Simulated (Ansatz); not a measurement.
**BHO (singlet): the correlation ladder at distance B1–O2 = 2.030 Å, 6-31G**

An exercise on one series of results from a longer session: the logs are not shown, and one member is left open.

Computed with Ansatz 0.2.0, Gaussian basis. Level: 6-31G, core rule «outside noble gas», up to 2 orbitals frozen.

Plan: UHF; CCSD(T) on RHF; BCCD(T) on RHF; CISD; CCSDT(Q) on RHF; CISDTQ; CCSDTQ on RHF; CASSCF and MRCISD+Q, 2 electrons in 2 orbitals; CASSCF and NEVPT2, 2 electrons in 2 orbitals; Full CI.

24 further runs of the same task are left out: 8 for a known fault of the program, 13 that didn't finish, 3 set aside as unsound or not needed. Runs told in other sessions of the task aren't counted.

## What is computed

The geometry derives from a PBE0/def2-TZVP stationary point (not a proven minimum). One bond is set to the value named and the two fragments are kept rigid.

3 atoms, charge 0, spin multiplicity 1.

Atoms are counted from 1 here; the program's logs count them from 0.

Bond lengths: O2–H3 0.952 Å.

Set-up of the first run:

File in.yaml:

```yaml
crystal:
  periodic: [false, false, false]
  atoms:
    - {symbol: B, position_ang: [0.000000, 0.000000, -1.670745]}
    - {symbol: O, position_ang: [0.000000, 0.000000, 0.359255]}
    - {symbol: H, position_ang: [0.000000, 0.000000, 1.311490]}
basis:
  gaussian: {orbitals: 6-31G}
magnetization: {spin_polarized: true, initial_magnetization: 0}
hamiltonian: {xc: hf}
output: {orbitals: {seedname: orbitals}}
```

The run is started by

```bash
$ ansatz run in.yaml --threads 1 --pin off --events-out ev --progress --plain --max-ram 2393MiB
```

Among the steps run: UHF; CCSD(T) on RHF; BCCD(T) on RHF; CISD; CCSDT(Q) on RHF; CISDTQ; CCSDTQ on RHF; CASSCF and MRCISD+Q, 2 electrons in 2 orbitals; CASSCF and NEVPT2, 2 electrons in 2 orbitals; Full CI.

One of the session's tables, all rows but one given; the rest of the session is left out.

| method | from FCI (meV) |
| --- | --- |
| RHF | +5677.9 |
| RMP2 | +845.8 |
| CISD | +734.7 |
| RCCSD | +305.5 |
| RCCSD(T) | +56.5 |
| BCCD(T) | +40.7 |
| RCCSDT | +44.8 |
| CISDTQ | ? |
| RCCSDT(Q) | -66.2 |
| RCCSDTQ | -4.4 |
| FCI | 0 |

Q: Estimate the row for CISDTQ from the others.

**Answer.** from FCI (meV): +51.9. In the column «from FCI (meV)» it lies between RCCSDT (+44.8) and RCCSD(T) (+56.5).

Not comparable, so not listed: CASSCF and MRCISD+Q, 2 electrons in 2 orbitals (they don't share determinant, frozen orbitals or solution with the rows shown, or repeat one).

Caveats from the session: Left out of the table: CASSCF pair, NEVPT2 pair (the active space lost an orbital or holds another state than full CI finds). RCCSDT(Q), RCCSDTQ fall below full CI, which methods that aren't variational can do. Warnings in the runs' records: passed over end.
